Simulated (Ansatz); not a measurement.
Elements on the sites of an ideal bcc lattice, at a guessed lattice constant:

```
Si Sc
1.0
     7.21381    0.00000    0.00000
     0.00000    7.21381    0.00000
     0.00000    0.00000    7.21381
Si Sc
2 14
Direct
  0.50000 0.00000 0.50000
  0.25000 0.25000 0.75000
  0.00000 0.00000 0.00000
  0.50000 0.00000 0.00000
  0.00000 0.50000 0.00000
  0.00000 0.00000 0.50000
  0.25000 0.25000 0.25000
  0.50000 0.50000 0.00000
  0.75000 0.25000 0.25000
  0.00000 0.50000 0.50000
  0.25000 0.75000 0.25000
  0.50000 0.50000 0.50000
  0.75000 0.75000 0.25000
  0.75000 0.25000 0.75000
  0.25000 0.75000 0.75000
  0.75000 0.75000 0.75000
```

Cell and atoms were relaxed without symmetry on coarser meshes and computed once more. The calculation used Ansatz, DFT PBE, scalar-relativistic, plane waves, PAW.

Cutoff 420 eV; k points 5×5×5 on the computed 16-atom cell (Γ-centred); Gaussian smearing, width 0.10 eV; no spin polarisation.

The relaxation ran on 2×2×2 (shifted) and then 3×3×3 k points with a smearing of 0.1 eV, from sites shaken by 0.02 Å.

Problem. What does the relaxation give?

Solution. A volume of 22.51 Å³/atom and no gap on the mesh. It lies 0.16 eV/atom below the elements' standard states (static lattices, no corrections for gases). The atoms leave their sites by 0.54 Å (root mean square) and 0.78 Å at most, and the cell stretches by up to 12.5 % at fixed volume, so the lattice hasn't survived.

```yaml
crystal:
  lattice:
    - [7.51593, -0.08463, -0.47936]
    - [-0.08632, 6.40356, 0.08636]
    - [-0.47938, 0.08461, 7.51586]
  atoms:
    - { symbol: Si, position: [0.56009, 0.97321, 0.43971] }
    - { symbol: Si, position: [0.26739, 0.25546, 0.73241] }
    - { symbol: Sc, position: [0.03940, 0.00722, 0.96040] }
    - { symbol: Sc, position: [0.44743, 0.01805, 0.05814] }
    - { symbol: Sc, position: [0.03684, 0.48705, 0.96296] }
    - { symbol: Sc, position: [0.94166, 0.01805, 0.55237] }
    - { symbol: Sc, position: [0.22556, 0.21957, 0.33874] }
    - { symbol: Sc, position: [0.44784, 0.50004, 0.00851] }
    - { symbol: Sc, position: [0.78189, 0.25618, 0.21792] }
    - { symbol: Sc, position: [0.99130, 0.50005, 0.55196] }
    - { symbol: Sc, position: [0.22103, 0.74548, 0.27759] }
    - { symbol: Sc, position: [0.54719, 0.50154, 0.45261] }
    - { symbol: Sc, position: [0.78911, 0.75385, 0.21070] }
    - { symbol: Sc, position: [0.66107, 0.21957, 0.77425] }
    - { symbol: Sc, position: [0.31366, 0.80004, 0.68614] }
    - { symbol: Sc, position: [0.72221, 0.74549, 0.77877] }
```

Cost: 2 runs of about 3.7 core-minutes in all (earlier runs that led there not counted), on AMD EPYC 9R45 (Zen 5) (shared hosts).